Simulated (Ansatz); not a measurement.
A run of Ansatz (development build ahead of 0.2.0) on doublet C2H3O at this shape:

```xyz
6

H     1.2642   -1.2508   -0.0002
C     1.1679   -0.1714    0.0000
C    -0.1339    0.4065   -0.0001
H    -0.1850    1.5121   -0.0002
H     2.0591    0.4451    0.0005
O    -1.1678   -0.2646    0.0001
```

Its results:

```json
{
  "Converged": "yes",
  "Total energy": "-153.14931 hartree",
  "Spin squared of the determinant": "0.773",
  "Stability test": "minimum"
}
```

(1) Which input gives this output? Name the method, the orbitals and the basis set, and write the input.

Answers

(1) r²SCAN (unrestricted) in pcseg-2.

```yaml
crystal:
  periodic: [false, false, false]
  atoms:
    - { symbol: H, position_ang: [1.2642, -1.2508, -0.0002] }
    - { symbol: C, position_ang: [1.1679, -0.1714, 0.0] }
    - { symbol: C, position_ang: [-0.1339, 0.4065, -0.0001] }
    - { symbol: H, position_ang: [-0.185, 1.5121, -0.0002] }
    - { symbol: H, position_ang: [2.0591, 0.4451, 0.0005] }
    - { symbol: O, position_ang: [-1.1678, -0.2646, 0.0001] }
basis:
  gaussian: { orbitals: pcseg-2 }
magnetization:
  spin_polarized: true
  initial_magnetization: 1
hamiltonian:
  xc: r2scan
```
